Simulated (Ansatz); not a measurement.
System: tetradymite Bi2Te3. Method: PBE0 in Ansatz (PAW).

Numerical settings: plane-wave cutoff 460 eV, 6×6×6 k mesh, Fermi–Dirac smearing 0.01 eV, scalar-relativistic PAW data made under PBE.

Cell (relaxed at this level):

```cif
data_Bi6Te9
_chemical_formula_sum 'Bi6 Te9'
_space_group_name_H-M_alt 'R-3m :H'
_space_group_IT_number 166
_space_group_name_Hall '-R 3 2"'
_cell_length_a 4.38953
_cell_length_b 4.38953
_cell_length_c 32.54403
_cell_angle_alpha 90.000
_cell_angle_beta 90.000
_cell_angle_gamma 120.000
loop_
_atom_site_label
_atom_site_type_symbol
_atom_site_symmetry_multiplicity
_atom_site_Wyckoff_symbol
_atom_site_fract_x
_atom_site_fract_y
_atom_site_fract_z
_atom_site_occupancy
Bi1 Bi 6 c 0.00000 0.00000 0.39618 1
Te1 Te 3 a 0.00000 0.00000 0.00000 1
Te2 Te 6 c 0.00000 0.00000 0.21835 1
```
(The calculation used a cell of 5 atoms; values per cell refer to that cell.)

### Question
Give the computed band gap.

### Answer

- band gap: 1.66 eV

Note: the cell comes from a level without a dispersion term, which matters for the spacing of layers, chains or molecules; the cell has widely spaced layers and the level no dispersion term, so their spacing and the moduli can rest on weak binding.

Spin–orbit coupling is not included; with these elements it can move the gap by several tenths of an eV or more.

Static lattice: no zero-point or thermal effects.

Ansatz is a first-principles code.
